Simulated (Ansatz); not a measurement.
A calculation with Ansatz (development build ahead of 0.2.0).

```yaml
crystal:
  periodic: [false, false, false]
  atoms:
    - { symbol: B, position_ang: [0.0, 0.0, -1.4433] }
    - { symbol: C, position_ang: [0.0, 0.0, 0.1973] }
    - { symbol: O, position_ang: [0.0, 0.0, 1.41976] }
    - { symbol: H, position_ang: [0.0, -1.27558, -1.77514] }
    - { symbol: H, position_ang: [-1.10468, 0.63779, -1.77514] }
    - { symbol: H, position_ang: [1.10468, 0.63779, -1.77514] }
basis:
  gaussian: { orbitals: def2-TZVP }
hamiltonian:
  xc: hf
```

The input is written out in the form of the current development build from the run's settings.

Results

```
Converged                       : yes
Total energy                    : -139.15241 hartree
Spin squared of the determinant : 0.000
```

Caution: no unrestricted run beside it, a lower state can exist.
